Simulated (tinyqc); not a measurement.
Worked calculation: CID on RHF in the sto-6g basis, frozen core, for HF, spin multiplicity 1. One step of it, computed by the program tinyqc.

Question. CID: roots. Diagonalise (each vector has its largest component positive (the first on a tie)); all determinants have Ms = 0, so triplets appear too. The lowest singlet root is the correlation energy.

Occupation strings over the orbitals (2 doubly, a alpha, b beta, 0 empty; spin orbitals ordered 1a 1b 2a 2b ...): 222220 222202 222022 220222 2ab222 2ba222 202222

H - E(HF) between determinants (hartree), lower triangle:
```
           222220     222202     222022     220222     2ab222     2ba222    202222
222220   0.000000
222202   0.031938   1.392560
222022   0.031938   0.053789   1.392560
220222   0.166176   0.050512   0.050512   1.637810
2ab222  -0.059422   0.044412   0.044412   0.145957   2.401811
2ba222   0.059422  -0.044412  -0.044412  -0.145957  -0.158536   2.401811
202222   0.099023   0.179747   0.179747   0.158536   0.102209  -0.102209  3.284588
```

Give: lowest roots of this matrix, relative to E(HF); lowest vectors; <S^2> of these roots; weight of the ground state by excitation level 0, 1, 2, ....

Answer.

lowest roots of this matrix, relative to E(HF) (hartree): -0.024  1.339  1.400  1.609  2.243  2.567  3.377

lowest vectors:
```
        root 1  root 2  root 3  root 4
222220   0.993   0.000   0.002   0.107
222202  -0.017   0.707   0.688   0.123
222022  -0.017  -0.707   0.688   0.123
220222  -0.101   0.000  -0.196   0.953
2ab222   0.030   0.000  -0.018  -0.140
2ba222  -0.030   0.000   0.018   0.140
202222  -0.025   0.000  -0.113  -0.106
```

<S^2> of these roots: 0.000  0.000  0.000  0.000  2.000  0.000  0.000

weight of the ground state by excitation level 0, 1, 2, ...: 0.987  0.000  0.013
